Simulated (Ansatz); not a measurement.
C4H3S (`[c]1ccsc1`) radical. Charge 0, multiplicity 2.

Cartesian coordinates in Å:
```
C -0.717 -0.357 -0.894
C -0.982 0.231 0.353
C 0.196 0.448 1.012
S 1.547 -0.064 0.103
C 0.568 -0.594 -1.212
H -1.959 0.479 0.742
H 0.339 0.884 1.990
H 1.009 -1.028 -2.095
```

Task: What are the harmonic wavenumbers in cm⁻¹ at PBE0-D4/def2-TZVP (Ansatz, finite differences of forces, unscaled)? (Estimate.)

Result: Computed: 457, 560, 610, 654, 754, 758, 827, 878, 886, 1073, 1094, 1187, 1366, 1450, 1532, 3241, 3261, 3277.

Task: Is this a minimum?

Result: Yes, all 18 modes are real.

Task: Give the ideal-gas thermochemistry at 298.15 K and 1 bar (rigid rotor, harmonic oscillator; point group Cs, symmetry number 1).

Result: Zero-point energy 142.8 kJ/mol; H(298) − E = 155.8 kJ/mol; entropy 288.5 J/(mol·K), of which translation 164.0, rotation 104.9, vibration 13.8, electronic 5.8; G(298) − E = 69.8 kJ/mol.

Task: Rotational constants (cm⁻¹)?

Result: 0.2789, 0.1935, 0.1142.
